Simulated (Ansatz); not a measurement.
**CCSD(T) forces**

C₂H₅B, closed shell, displaced at random from a GFN2-xTB minimum.

```
atom    x (Å)    y (Å)    z (Å)
  B1  -0.7012   0.8607  -0.7055
  C2   0.3194   0.2609   0.2581
  C3   0.6046  -1.0237   0.5820
  H4  -1.1604   0.1722  -1.4085
  H5  -0.6608   2.0838  -0.8508
  H6   0.7715   0.7897   1.0480
  H7   0.0271  -1.9622  -0.2566
  H8   1.1440  -1.5521   1.3042
```

Computed with Ansatz 0.2.0 (basis: def2-TZVPP); correlated methods freeze the cores.

CCSD(T) forces from the calculation:
```
atom      Fx      Fy  Fz (eV/Å)
  B1   2.664   2.541      0.921
  C2   0.440  -1.340      2.084
  C3  -3.981  -3.228     -5.635
  H4  -1.989  -1.915     -2.059
  H5  -0.599  -0.808      0.257
  H6   0.633   1.911      0.620
  H7   1.751   2.721      2.523
  H8   1.081   0.118      1.288
```

Q: Which atom feels the largest CCSD(T) force, and how large is it?

A: C3, 7.62 eV/Å, along (-0.52, -0.42, -0.74).

Root-mean-square difference of the force components from those of CCSD(T): PBE0-D4 0.220; wB97M-V 0.228; r2SCAN-D4 0.178; PBE-D4 0.213; CAM-B3LYP-D4 0.268; B97M-V 0.233 eV/Å.

No T1 diagnostic of these runs exceeds 0.012. The restricted Hartree–Fock reference is unstable towards an unrestricted one here. These are differences at one structure, and CCSD(T) in triple zeta is itself an approximation.

For scale, one of the runs: CCSD(T)/def2-TZVPP forces, 163 basis functions (an equivalent command: `ansatz run in.yaml --threads 4`). Hardware: 4 CPU threads, shared host. Wall time 49 s; peak host memory 2.5 GiB.
